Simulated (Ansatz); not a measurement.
A made-up structure of CH4NSi (charge +1), closed shell:

N1  (-1.270, -0.080, -0.744)
C2  (-0.190, -0.012, -0.111)
Si3  (1.275, 0.080, 0.746)
H4  (-1.617, 0.692, -1.316)
H5  (0.196, 0.904, 0.257)
H6  (1.192, 0.601, 2.115)
H7  (2.474, -0.371, 0.031)
(Å)

It is relaxed with PBE-D4/def2-SVP and then PBE0-D4/def2-TZVP (Ansatz 0.2.0). Atoms count as bonded within 1.22 times the sum of their covalent radii (H–H: 0.88 Å). The end point is not checked to be a true minimum.

Question: Does its bonding change? (A judgement: the text doesn't fix the answer.)

Answer: Computed: Yes. Formed: none; broken: C2–H5.

Where it ends: The first stage lowers the energy by 3.37 eV in 13 steps. It ends as CH₄NSi ([NH][C][SiH3]), total charge +1:
```csv
atom,x (Å),y (Å),z (Å)
N1,-1.3328,-0.0325,-0.7881
C2,-0.3546,0.1428,-0.2302
Si3,1.3041,0.4404,0.7157
H4,-2.1994,-0.1878,-1.2823
H5,1.5508,1.8615,0.4153
H6,0.9036,0.1232,2.0975
H7,2.1884,-0.5324,0.0506
```

Labels in which every atom is bracketed show which atoms are joined, not bond orders.

For scale, one of the runs: PBE0-D4/def2-TZVP relaxation, 123 basis functions, launched by `ansatz run in.yaml --threads 2 --pin off --events-out ev --progress --plain --max-ram 4352MiB`. Hardware: 2 CPU threads of an Intel Xeon, shared host. Wall time about 65 s.
